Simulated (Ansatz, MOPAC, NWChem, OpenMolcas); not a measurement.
# A ladder of methods for BHO2 (SMILES O=BO)

BHO2: 4 atoms, total charge 0, spin state singlet. As SMILES, `O=BO`. The coordinates come from a PBE0-D4/def2-TZVP relaxation.

Each level gives the HOMO–LUMO gap (eV). The values are calculated.

```tsv
level	kind	program	value (eV)	CPU time
PM7	semi-empirical	MOPAC	11.94	under 2 s
HF/def2-TZVPP	Hartree–Fock	Ansatz	15.40	2.2 s
SVWN5/def2-TZVPP	LDA	Ansatz	6.58	2.7 s
BLYP/def2-TZVPP	GGA	Ansatz	6.27	3.6 s
revPBE/def2-TZVPP	GGA	OpenMolcas	6.42	51 s
M06-L/def2-TZVPP	meta-GGA	OpenMolcas	7.50	69 s
r2SCAN0/def2-TZVPP	hybrid meta-GGA	Ansatz	9.58	6.3 s
HSE06/def2-TZVPP	range-separated hybrid	Ansatz	8.14	4.3 s
B2PLYP/def2-TZVPP	double hybrid	NWChem	11.22	22 s
```

The values span 6.27 to 15.40 eV. Orbital gaps aren't excitation energies, and those of double hybrids come from the SCF part alone; they tend to grow with the share of exact exchange. CPU times are rough (shared hosts, several kinds of processor): they show what a rung costs within a factor of a few.
